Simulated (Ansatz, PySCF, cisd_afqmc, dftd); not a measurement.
Species: C3H6, charge 0, singlet. C3H6 (SMILES C1CC1).
B3LYP-D3(BJ)/def2-TZVP minimum from Ansatz (an electronic-structure program):
```
C
H 1 1.0816
H 1 1.0816 2 114.23
C 1 1.5034 2 118.05 3 -145.49
H 4 1.0816 1 118.05 2 0.00
H 4 1.0816 5 114.23 1 -145.49
C 1 1.5034 2 118.05 3 145.49
H 7 1.0816 1 118.05 2 -144.17
H 7 1.0816 8 114.23 1 -145.49
```
Charge 0, spin multiplicity 1.

Wanted: enthalpy of formation at 298 K (by atomisation, with ideal-gas terms from PySCF's Hessian at B3LYP-D3(BJ)/def2-TZVP and the atoms' measured values of the G2/97 table; no spin-orbit terms), in kcal/mol. UHF or UKS for unpaired electrons; spin-orbit terms are left out. Correlated methods leave the cores frozen. Rows without X2C or -DK are non-relativistic. AFQMC/CISD: phaseless, guided by CISD from CCSD amplitudes; bars are statistical, one sigma. Outlying blocks are dropped, and bars are widened where a walk drifts. Over all cases where full CI ran beside it in this data, AFQMC minus full CI had a median of +0.1 mEh and passed +0.4 mEh in a tenth of the cases. CBS(X,Y): correlation extrapolated as X^-3, Hartree-Fock from the larger set. A bracket is a step between two methods taken in the basis named. Functionals run without relativity, which enters their misses. Double hybrids freeze cores in their MP2 part. 'core' is core correlation in cc-pwCVTZ, 'X2C' scalar relativity in cc-pVTZ-DK, both at CCSD(T). For partners of very few electrons the exact lower level stands in for a higher one.

Measured: 12.8 kcal/mol, 53.6 kJ/mol (Active Thermochemical Tables 1.112 (ions: stationary electron), as tabulated in the package chemicals); atomic spin-orbit terms, which the calculations lack, would raise the computed values.

| level | program | enthalpy of formation at 298 K (kcal/mol) | error against that value |
|---|---|---|---|
| PBE-D3(BJ)/def2-TZVPD | Ansatz + dftd3 | -4.0 | -16.8 |
| r2SCANh-D4/def2-TZVPD | Ansatz + dftd4 | 14.6 | 1.8 |
| wB97M-V/def2-TZVPD | Ansatz | 12.0 | -0.8 |
| B2GP-PLYP/def2-TZVPD | Ansatz | 25.3 | 12.5 |
| CCSD/cc-pVTZ | Ansatz | 42.5 | 29.7 |
| CCSD/CBS(cc-pVTZ,cc-pVQZ) | Ansatz | 26.4 | 13.6 |
| CCSD(T)/cc-pVDZ | Ansatz | 72.0 | 59.2 |
| CCSDT(Q)/cc-pVDZ | Ansatz | 71.7 | 58.9 |
| AFQMC/CISD/cc-pVDZ | cisd_afqmc | 71.4 ± 0.3 | 58.6 |
| CCSD(T)/CBS(cc-pVTZ,cc-pVQZ) + [AFQMC/CISD - CCSD(T)]/cc-pVDZ + core + X2C | Ansatz + cisd_afqmc | 11.8 ± 0.3 | -1.0 |
| CCSD(T)/CBS(cc-pVTZ,cc-pVQZ) + [CCSDT(Q) - CCSD(T)]/cc-pVDZ + core + X2C | Ansatz | 12.0 | -0.8 |
